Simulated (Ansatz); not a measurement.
# BN+ (doublet): from Hartree-Fock to the top rungs at distance B1–N2 = 3.974 Å, cc-pVDZ

Aim: climb from Hartree-Fock through coupled cluster and multireference methods for BN+ (doublet) at one geometry and basis, and see what each rung misses.

Computed with Ansatz 0.2.0, Gaussian basis. Level: cc-pVDZ, core rule «outside noble gas», up to 2 orbitals frozen.

The runs, in order: UHF; CCSD(T) on ROHF; CCSD(T) on UHF; BCCD(T) on ROHF; CISD; CCSDT(Q) on ROHF; CCSDT(Q) on UHF; CASSCF and MRCISD+Q, 3 electrons in 3 orbitals; CASSCF and NEVPT2, 3 electrons in 3 orbitals; CASSCF and MRCISD+Q, 7 electrons in 8 orbitals; CASSCF and NEVPT2, 7 electrons in 8 orbitals; Full CI.

24 further runs of the same task are left out: 20 that didn't finish, 4 set aside as unsound or not needed.

### Step 1. The system

The geometry derives from a PBE0/def2-TZVP stationary point (not a proven minimum). One bond is set to the value named and the two fragments are kept rigid.

2 atoms, charge 1, spin multiplicity 2.

Atoms are counted from 1 here; the program's logs count them from 0.

No contacts short enough for the rule that draws bonds.

### Step 2. UHF

in.yaml

```yaml
crystal:
  periodic: [false, false, false]
  atoms:
    - {symbol: B, position_ang: [0.000000, 0.000000, 0.000000]}
    - {symbol: N, position_ang: [0.000000, 0.000000, 3.974000]}
basis:
  gaussian: {orbitals: cc-pVDZ}
total_charge: 1
magnetization: {spin_polarized: true, initial_magnetization: 1}
hamiltonian: {xc: hf}
output: {orbitals: {seedname: orbitals}}
```

The run is started by

```sh
$ ansatz run in.yaml --threads 1 --pin off --events-out ev --progress --plain --max-ram 2393MiB
```

After this run come: CCSD(T) on ROHF; CCSD(T) on UHF; BCCD(T) on ROHF; CISD; CCSDT(Q) on ROHF; CCSDT(Q) on UHF; CASSCF and MRCISD+Q, 3 electrons in 3 orbitals; CASSCF and NEVPT2, 3 electrons in 3 orbitals; CASSCF and MRCISD+Q, 7 electrons in 8 orbitals; CASSCF and NEVPT2, 7 electrons in 8 orbitals; Full CI.

**Question.** What will the summary of the whole plan be? Wanted: FCI below the RHF energy; RMP2 from FCI; UMP2 from FCI; RCCSD from FCI; RCCSD(T) from FCI; UCCSD(T) from FCI; RCCSDT(Q) from FCI; UCCSDT(Q) from FCI; NEVPT2 pair from FCI.

The runs gave:

| quantity | value |
| --- | --- |
| FCI below the RHF energy | -5.0422 eV |
| RMP2 from FCI | +1822.3 meV |
| UMP2 from FCI | +263.8 meV |
| RCCSD from FCI | +289.6 meV |
| RCCSD(T) from FCI | +141.4 meV |
| UCCSD(T) from FCI | -2282.4 meV |
| RCCSDT(Q) from FCI | -0.3 meV |
| UCCSDT(Q) from FCI | +2.6 meV |
| NEVPT2 pair from FCI | +1137.6 meV |
| MRCISD+Q pair from FCI | -107.6 meV |
| NEVPT2 valence from FCI | +591.2 meV |
| levels within 1 kcal/mol (43 meV) | RCCSDT, UCCSDT, RCCSDT(Q), UCCSDT(Q), MRCISD+Q valence |
| T1 diagnostic | 0.014 |
| effectively unpaired electrons | 2.94 |

RCCSD(T) lands +141.4 meV from the yardstick (2.8 % of the correlation energy). CCSD(T) misses by +141.4 meV on the restricted determinant and by -2282.4 meV on the unrestricted one; the two need not hold the same state or core. UCCSD, UCCSD(T), MRCISD+Q pair, MRCISD+Q valence fall below full CI: unrestricted runs freeze a spin-polarised core, another one than full CI's, and coupled cluster isn't variational. The occupations show strong static correlation (2.9 unpaired electrons where one determinant has 1). Of the multireference levels listed MRCISD+Q valence comes nearest in total energy (-30.7 meV), which doesn't show that its space is the better one. These misses are within one basis, not against nature; the frozen cores of restricted and unrestricted runs differ, which can shift their rows.
